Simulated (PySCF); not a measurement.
# C2H5N: the cost of one run

Programs: PySCF 2.14.0. All values are calculated, for the isolated system unless a continuum is named. Atoms count from 0, parts from 1.

## Step 1: Starting point

8 atoms, charge 0, multiplicity 1; geometry: GFN2-xTB. Parts: 1 = atoms 0–3, `C#C`, charge 0; 2 = atoms 4–7, `N`, charge 0.

## Step 2: Optimising the geometry at PBE0-D3(BJ)/def2-SVPD

Job settings and geometry (Å):

```
{"job": {"xc": "PBE0", "basis": "def2-SVPD", "d3": "d3bj", "grid": 2, "kind": "geom", "shake": 0.01}, "charge": 0, "multiplicity": 1, "parts": [{"atoms": "0-3", "charge": 0, "multiplicity": 1}, {"atoms": "4-7", "charge": 0, "multiplicity": 1}]}
C     -0.620437    -0.107419     0.056874
C      0.534295     0.089123     0.004660
H     -1.699504    -0.237874     0.081497
H      1.615704     0.255998    -0.034899
N      3.674795     0.611690    -0.104836
H      4.170579    -0.125435     0.371157
H      3.943946     1.485945     0.357896
H      4.025090     0.663353    -1.055595
```

Started as:

```sh
OMP_NUM_THREADS=1 python cluster_run.py task.json out
```

One launch serves the whole session: the jobs run in the order shown.

**Question.** How long does this first job take on 1 thread of Intel Xeon Platinum 8488C, shared host, and how much memory does it need?

About 11 s, with a peak of 0.44 GiB.
